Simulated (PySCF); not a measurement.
Computed with B3LYP-D3(BJ)/def2-TZVP // PBE-D3(BJ)/def2-SVP (PySCF). Isolated molecules, 0 K electronic values unless said otherwise. B3LYP has the VWN-RPA correlation part, as in Gaussian. 

Reference species (SMILES): `[OH]` (neutral, multiplicity 2).

```yaml
highest_occupied_spin_orbital: -8.82 eV
```

Changed species: `[CH3]` (free radical CH3; the reference has free radical OH).

Predict the effect on the highest occupied spin orbital.

the highest occupied spin orbital goes up by 2.37 eV, to -6.45 eV.
